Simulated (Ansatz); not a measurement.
**Torsion profile**

CH₅O₂ (SMILES OC[OH2+]) (charge +1), closed shell, at its PBE0-D4/def2-TZVP minimum:

O1  (-1.221, 0.720, -0.078)
C2  (0.034, 0.493, -0.354)
O3  (0.451, -0.885, 0.492)
H4  (-1.834, 0.249, -0.661)
H5  (0.296, 0.148, -1.353)
H6  (0.695, 1.234, 0.088)
H7  (0.191, -0.813, 1.427)
H8  (1.387, -1.145, 0.438)
(Å)

The dihedral angle O1–C2–O3–H7 (-50.3° at the minimum) is set to the values below, the two halves turning rigidly about the central bond. Each method's energies count from its own value at the PBE0-D4 minimum structure. Program: Ansatz 0.2.0. Basis: def2-TZVPP. Cores are frozen in the correlated methods. B3LYP uses VWN-RPA correlation.

```
dihedral angle (°)  CCSD(T) (kJ/mol)  wB97M-V (kJ/mol)  B3LYP-D4 (kJ/mol)
            -159.3             12.58             12.43              12.33
            -129.3             10.45             10.17               9.99
             -99.3              6.08              5.80               5.59
             -69.3              1.26              1.17               1.04
             -39.3              0.31              0.29               0.39
              -9.3              4.32              3.99               4.39
              20.7              8.18              7.69               8.25
              50.7              8.12              7.67               8.21
              80.7              7.40              7.01               7.52
             110.7              9.61              9.22               9.71
             140.7             12.58             12.35              12.72
             170.7             13.35             13.33              13.44
```

Largest difference from the CCSD(T) curve over the scan: PBE-D4 1.77; r2SCAN-D4 0.62; PBE0-D4 0.57; HF 2.36 kJ/mol. Each curve counts from its own value at the minimum.

The T1 diagnostic stays at or below 0.014.

For scale, one of the runs: CCSD(T)/def2-TZVPP, 163 basis functions, launched by `ansatz run in.yaml --threads 2 --pin off --events-out ev --progress --plain --max-ram 4352MiB`. Time: 10 s of wall clock on 2 CPU threads; the host was shared. Peak host memory: 1.5 GiB.
